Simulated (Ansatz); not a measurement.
Energy needed to pull apart AlNH$_{2}$F (SMILES [NH][AlH][F]), doublet, into free ground-state atoms, from the structure below (displaced at random from a GFN2-xTB minimum); no zero-point or spin–orbit terms; open-shell atoms are treated unrestricted, in their ground-state multiplicity.

N1  (-1.129, 0.066, -0.318)
Al2  (0.468, 0.012, 0.116)
F3  (1.129, -1.573, 0.493)
H4  (-1.863, 0.887, -0.706)
H5  (0.943, 1.190, 0.624)
(Å)

Computed with Ansatz 0.2.0 (basis: def2-TZVPP); correlated methods freeze the cores; orbitals are unrestricted.

```
    method  atomization energy (eV)
    PBE-D4                    15.00
   BLYP-D4                    15.03
 r2SCAN-D4                    14.81
   PBE0-D4                        ?
r2SCANh-D4                    14.61
   wB97M-V                        ?
        HF                     9.72
       MP2                    14.49
      CCSD                    13.90
   CCSD(T)                    14.15
```

(1) What does PBE0-D4 give? (To be estimated.)

(2) What does wB97M-V give? (To be estimated.)

No T1 diagnostic of these runs exceeds 0.018. ⟨S²⟩ of the unrestricted Hartree–Fock references: 0.77 (a pure state has 0.75).

Answers

(1) By the calculation: 14.45 eV, which is about 0.30 eV more than CCSD(T)/def2-TZVPP.

(2) By the calculation: 14.79 eV, which is about 0.64 eV more than CCSD(T)/def2-TZVPP.

In triple zeta the MP2 and coupled-cluster atomization energies are still short of their basis limit by a few kcal/mol a bond, whereas those of the functionals are nearly converged, so these differences are not deviations from converged CCSD(T).

For scale, one of the runs: CCSD(T)/def2-TZVPP forces, 132 basis functions (an equivalent command: `ansatz run in.yaml --threads 4`). The run took 120 s on 4 CPU threads (shared host), with 2.7 GiB of host memory at its peak.
